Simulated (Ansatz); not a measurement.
Energy needed to pull apart C₂H₂OS (SMILES OC=C=S), closed shell, into free ground-state atoms, from the structure below (displaced at random from a GFN2-xTB minimum); no zero-point or spin–orbit terms; open-shell atoms are treated unrestricted, in their ground-state multiplicity.

O1  (0.240, 1.362, -0.749)
C2  (-0.237, 0.152, 0.274)
C3  (-0.102, -1.213, -0.003)
S4  (-0.287, -2.771, -0.150)
H5  (0.272, 2.052, 0.021)
H6  (0.032, 0.699, 1.327)
(Å)

Computed with Ansatz 0.2.0 (basis: def2-TZVPP); correlated methods freeze the cores.

```csv
method,atomization energy (kcal/mol)
PBE-D4,567.9
revPBE-D4,549.0
r2SCAN-D4,538.0
PBE0-D4,533.6
LC-wPBE,518.0
wB97M-V,?
HF,311.2
MP2,?
CCSD,491.7
CCSD(T),512.3
```

What does MP2 give? (Judge from chemistry; the value comes from the calculation.)

Computed: 532.4 kcal/mol, which is about 20.1 kcal/mol more than CCSD(T)/def2-TZVPP.

What does wB97M-V give? (An estimate is asked for; the value comes from the calculation.)

Computed: 529.7 kcal/mol, which is about 17.4 kcal/mol more than CCSD(T)/def2-TZVPP.

In triple zeta the MP2 and coupled-cluster atomization energies are still short of their basis limit by a few kcal/mol a bond, whereas those of the functionals are nearly converged, so these differences are not deviations from converged CCSD(T).

The T1 diagnostic stays at or below 0.020. The restricted Hartree–Fock reference is unstable towards an unrestricted one here.

For scale, one of the runs: CCSD(T)/def2-TZVPP forces, 163 basis functions (an equivalent command: `ansatz run in.yaml --threads 4`). Time: 81 s of wall clock on 4 CPU threads; the host was shared. Peak host memory: 2.4 GiB.
